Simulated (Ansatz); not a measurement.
**CH5Al (SMILES [CH3][AlH2]): the energy, rung by rung**

CH5Al: 7 atoms, total charge 0, spin state singlet. As SMILES, `[CH3][AlH2]`. The shape is that of a PBE0-D4/def2-TZVP optimisation.

| atom | x (Å) | y (Å) | z (Å) |
| --- | --- | --- | --- |
| C | -0.4485 | -0.6956 | -0.3555 |
| Al | 0.5629 | 0.7783 | 0.4247 |
| H | -1.0631 | -1.2196 | 0.3808 |
| H | -1.1344 | -0.3064 | -1.1182 |
| H | 0.1934 | -1.4255 | -0.8556 |
| H | 0.0160 | 1.5493 | 1.7034 |
| H | 1.9348 | 1.2516 | -0.2254 |

Each level gives the energy change with the C1–H4 bond stretched from 1.097 to 1.371 Å (eV). The values are calculated.

```tsv
level	kind	program	value (eV)	less FCI/STO-3G	CPU time (all runs)
BLYP/STO-3G (restricted)	GGA	Ansatz	0.83	-0.02	2.6 s
PBE0/STO-3G (restricted)	global hybrid	Ansatz	1.00	+0.15	2.5 s
CAM-B3LYP/STO-3G (restricted)	range-separated hybrid	Ansatz	1.00	+0.15	2.9 s
wB97M-V/STO-3G (restricted)	range-separated hybrid	Ansatz	1.00	+0.15	43 s
wB97X/STO-3G (restricted)	range-separated hybrid	Ansatz	1.02	+0.17	11 s
RPA@PBE/STO-3G (restricted)	RPA	Ansatz	0.80	-0.05	3.6 s
CCSDT(Q)/STO-3G (restricted)	coupled cluster or CI	Ansatz	0.85	0.00	0.71 s
CCSDTQ/STO-3G (restricted)	coupled cluster or CI	Ansatz	0.85	0.00	7.3 s
FCI/STO-3G	exact in the basis	Ansatz	0.85	0.00	25 s
```

FCI/STO-3G is exact within its basis and frozen core, so for wave-function methods in that basis the difference is their error; functionals converge differently with the basis, so for them it is only a difference. The first shape isn't each level's own minimum. The values span 0.80 to 1.02 eV. All rows use very small basis sets, so none should be taken for the real molecule's value. Times are those of the runs behind each value, whatever else they computed, on shared processors of several kinds: orders of magnitude only.
